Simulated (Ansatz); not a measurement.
System: rock-salt HfC. Method: r²SCAN+rVV10 (Ansatz, a quantum-chemistry and plane-wave program, plane waves, PAW).

Settings: plane-wave cutoff 600 eV, 16×16×16 k mesh, Fermi–Dirac smearing 0.1 eV, finite displacements, scalar-relativistic PAW data made under PBE.

Computed at the level's own relaxed cell.

```xyz
2
Lattice="0.0000 2.3152 2.3152 2.3152 0.0000 2.3152 2.3152 2.3152 0.0000" Properties=species:S:1:pos:R:3 pbc="T T T"
Hf     0.0000     0.0000     0.0000
C      2.3152     2.3152     2.3152
```

Harmonic phonon frequencies (cm⁻¹; i marks an imaginary mode):

| q point | frequencies |
|---|---|
| Γ | 0 0 0 431 431 431 |
| X | ___ |
| L | 133 133 246 558 558 710 |

### Question
What belongs in the gaps?

### Answer

- X, frequencies: 153 153 197 496 496 594

No imaginary mode appears at these points.
